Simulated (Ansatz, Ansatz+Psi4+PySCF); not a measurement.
```yaml
atoms:
  - { symbol: B, position_ang: [0.0000, 0.0000, 0.0000] }
  - { symbol: Si, position_ang: [0.0000, 0.0000, 1.8816] }
```

Basis set: cc-pVTZ on B; cc-pV(T+d)Z on Si (spherical functions). Frozen core: 6 orbitals. Charge 0, multiplicity 4.

Computed with Ansatz (development build ahead of 0.2.0); the reference of a correlated method needn't be the lowest determinant of its kind.

Question: Give the atomization energy at this shape (free ground-state atoms in the same class of orbitals less the molecule, no zero-point energy) of quartet BSi by UHF-CCSD(T), UHF-CCSD.

Answer:

```csv
method,atomization energy
UHF-CCSD(T),3.12 eV
UHF-CCSD,2.95 eV
```

Caution: the reference determinant was not shown to be the lowest.
